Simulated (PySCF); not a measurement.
Consider 3-butyn-2-one, `C#CC(C)=O` (C4H4O). Atom numbers as in the mapped SMILES `[CH:1]#[C:2][C:3]([CH3:4])=[O:5]`.

Level of theory: ωB97X-D3(BJ)/ma-def2-TZVP single points in PySCF, grid level 2; every species was optimised with PBE0-D3(BJ)/def2-SVP. The prefix ma- adds one diffuse s and one diffuse p function on all atoms but H. Zero-point and thermal terms (298.15 K, 1 bar) come from unscaled PBE0-D3(BJ)/def2-SVP harmonic frequencies, with soft modes damped to free rotors in the entropy.

Q: What are the vertical and the adiabatic ionisation energy for forming the radical cation?

A: 10.24 eV vertical and 10.05 eV adiabatic, the latter with zero-point energy.

Q: Where does the unpaired spin of the relaxed radical cation sit?

A: O5 (carbonyl oxygen) 0.91 (intrinsic atomic orbital populations).

Q: What oxidation potential follows in THF (IEF-PCM), given that Fc+/Fc comes at 4.74 V absolute with this functional and basis?

A: In the gas phase ΔG of oxidation is 10.027 eV, and solvation is -21.7 kJ/mol for the parent and -215.8 kJ/mol for the product, so the absolute potential is 8.01 V, or 3.27 V against Fc+/Fc. Fc+/Fc in THF, 4.74 V, is ωB97X-D3(BJ)/ma-def2-TZVP on PBE0-D3(BJ)/def2-SVP structures with GFN2-xTB thermal terms. Benchmark calculations put it near 5.0 V in acetonitrile and DMSO, so it is about 0.3 V low, and the value against it can read up to that much too high. The solvent is electrostatics only, on gas-phase structures; the absolute scale refers to an electron at rest in vacuum.

Q: How far is −ε(HOMO) from the vertical value by ΔSCF?

A: −ε(HOMO) = 10.49 eV, which is 0.25 eV above the ΔSCF value.
